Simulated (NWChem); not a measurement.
The numbers come from NWChem runs, not from measurements. System: H₄Si, charge 1, spin multiplicity 2, at the geometry of a parent with another charge or spin, in a state set for the comparison that need not be this species' ground state. Its SCF solution wasn't tested for a lower state. Level: UHF/3-21G.

Output (cleaned and shortened):

```
             Northwest Computational Chemistry Package (NWChem) 7.3.0
             --------------------------------------------------------

                                NWChem Input Module
                                -------------------

 Scaling coordinates for geometry "geometry" by  1.889725989
 (inverse scale =  0.529177249)

 Turning off AUTOSYM since
 SYMMETRY directive was detected!

                             Geometry "geometry" -> ""
                             -------------------------

 Output coordinates in angstroms (scale by  1.889725989 to convert to a.u.)

  No.       Tag          Charge          X              Y              Z
 ---- ---------------- ---------- -------------- -------------- --------------
    1 Si                  14.0000     0.00000000     0.00000000     0.00000000
    2 H                    1.0000     1.22727200     0.00000000    -0.86782800
    3 H                    1.0000    -1.22727200     0.00000000    -0.86782800
    4 H                    1.0000     0.00000000     1.22727200     0.86782800
    5 H                    1.0000     0.00000000    -1.22727200     0.86782800

 Effective nuclear repulsion energy (a.u.)      21.0086891927

            Nuclear Dipole moment (a.u.)
            ----------------------------
        X                 Y               Z
 ---------------- ---------------- ----------------
     0.0000000000     0.0000000000     0.0000000000

      Symmetry information
      --------------------

 Group name             C2v
 Group number             16
 Group order               4
 No. of unique centers     3

      Symmetry unique atoms

     1    2    4


 Summary of "ao basis" -> "" (spherical)
 ------------------------------------------------------------------------------
       Tag                 Description            Shells   Functions and Types
 ---------------- ------------------------------  ------  ---------------------
 *                           3-21g                    on all atoms

 Summary of "ao basis" -> "ao basis" (spherical)
 ------------------------------------------------------------------------------
       Tag                 Description            Shells   Functions and Types
 ---------------- ------------------------------  ------  ---------------------
 Si                          3-21g                   7       13   4s3p
 H                           3-21g                   2        2   2s

                                 NWChem SCF Module
[...]
    13      0.182056  1 Si pz                15     -0.161930  2 H  s
    17     -0.161930  3 H  s

 Vector    9  Occ=0.000000D+00  E=-4.118801D-01  Symmetry=b1
              MO Center=  3.0D-16, -2.7D-31, -5.3D-01, r^2= 2.3D+00
   Bfn.  Coefficient  Atom+Function         Bfn.  Coefficient  Atom+Function
  ----- ------------  ---------------      ----- ------------  ---------------
     7      0.329660  1 Si px                15      0.315275  2 H  s
    17     -0.315275  3 H  s                 11      0.209350  1 Si px
    14      0.184444  2 H  s                 16     -0.184444  3 H  s
     3     -0.174787  1 Si px

 Vector   10  Occ=0.000000D+00  E=-6.188734D-02  Symmetry=b2
              MO Center= -1.2D-31,  5.7D-16, -1.9D-01, r^2= 3.9D+00
   Bfn.  Coefficient  Atom+Function         Bfn.  Coefficient  Atom+Function
  ----- ------------  ---------------      ----- ------------  ---------------
    12      1.430402  1 Si py                19     -1.029318  4 H  s
    21      1.029318  5 H  s                  8      0.214650  1 Si py

 Vector   11  Occ=0.000000D+00  E=-4.183037D-02  Symmetry=a1
              MO Center= -5.1D-16,  9.0D-17,  1.6D-02, r^2= 4.0D+00
   Bfn.  Coefficient  Atom+Function         Bfn.  Coefficient  Atom+Function
  ----- ------------  ---------------      ----- ------------  ---------------
    13      1.423740  1 Si pz                15      0.751068  2 H  s
    17      0.751068  3 H  s                 19     -0.733513  4 H  s
    21     -0.733513  5 H  s                  9      0.197995  1 Si pz

 center of mass
 --------------
 x =   0.00000000 y =   0.00000000 z =   0.00000000

 moments of inertia (a.u.)
 ------------------
          21.683644189977           0.000000000000           0.000000000000
           0.000000000000          21.683644189977           0.000000000000
           0.000000000000           0.000000000000          21.683253242821

  Mulliken analysis of the total density
  --------------------------------------

    Atom       Charge   Shell Charges
 -----------   ------   -------------------------------------------------------
    1 Si  14    13.19   2.00  1.98  5.87  0.81  1.58  0.53  0.43
    2 H    1     0.87   0.37  0.50
    3 H    1     0.87   0.37  0.50
    4 H    1     1.03   0.40  0.63
    5 H    1     1.03   0.40  0.63

  Mulliken analysis of the alpha density
  --------------------------------------

    Atom       Charge   Shell Charges
 -----------   ------   -------------------------------------------------------
    1 Si  14     6.57   1.00  0.99  2.94  0.39  0.86  0.22  0.17
    2 H    1     0.72   0.30  0.42
    3 H    1     0.72   0.30  0.42
    4 H    1     0.50   0.20  0.30
    5 H    1     0.50   0.20  0.30

   Mulliken analysis of the beta density
   -------------------------------------

    Atom       Charge   Shell Charges
 -----------   ------   -------------------------------------------------------
    1 Si  14     6.63   1.00  0.99  2.93  0.42  0.72  0.31  0.26
    2 H    1     0.16   0.07  0.09
    3 H    1     0.16   0.07  0.09
    4 H    1     0.53   0.21  0.32
    5 H    1     0.53   0.21  0.32

   Mulliken analysis of the spin density
   -------------------------------------

    Atom       Charge   Shell Charges
 -----------   ------   -------------------------------------------------------
    1 Si  14    -0.06  -0.00 -0.00  0.00 -0.03  0.14 -0.08 -0.08
    2 H    1     0.56   0.23  0.33
    3 H    1     0.56   0.23  0.33
    4 H    1    -0.03  -0.01 -0.02
    5 H    1    -0.03  -0.01 -0.02

       Multipole analysis of the density wrt the origin
       ------------------------------------------------

     L   x y z        total         alpha         beta         nuclear
     -   - - -        -----         -----         ----         -------
     0   0 0 0      1.000000     -9.000000     -8.000000     18.000000

     1   1 0 0     -0.000000     -0.000000     -0.000000      0.000000
     1   0 1 0      0.000000     -0.000000      0.000000      0.000000
     1   0 0 1     -0.620080      0.426816     -1.046896      0.000000

     2   2 0 0     -6.931638    -12.304889     -5.384199     10.757450
     2   1 1 0     -0.000000     -0.000000      0.000000      0.000000
     2   1 0 1     -0.000000     -0.000000      0.000000      0.000000
     2   0 2 0    -10.496779    -10.791703    -10.462526     10.757450
     2   0 1 1      0.000000     -0.000000      0.000000      0.000000
     2   0 0 2     -9.484733    -11.423651     -8.818919     10.757837

 Task  times  cpu:        0.1s     wall:        0.1s

 Total times  cpu:        0.1s     wall:        0.1s
```

**Question.** Write an NWChem input that would produce this output.

**Answer.** One answer among several that fit: 
```
start mol
memory heap 200 mb stack 900 mb global 1100 mb
charge 1
geometry units angstroms nocenter noautoz
  Si     0.000000     0.000000     0.000000
  H      1.227272     0.000000    -0.867828
  H     -1.227272     0.000000    -0.867828
  H      0.000000     1.227272     0.867828
  H      0.000000    -1.227272     0.867828
  symmetry group C2v
end
basis spherical
  * library 3-21g
end
scf
  uhf
  nopen 1
  maxiter 100
  thresh 1e-7
  semidirect memsize 60000000 filesize 0
  # guess.movecs holds the orbitals of an unrestricted PBE0 run
  vectors input guess.movecs output mol.movecs
end
task scf energy
```
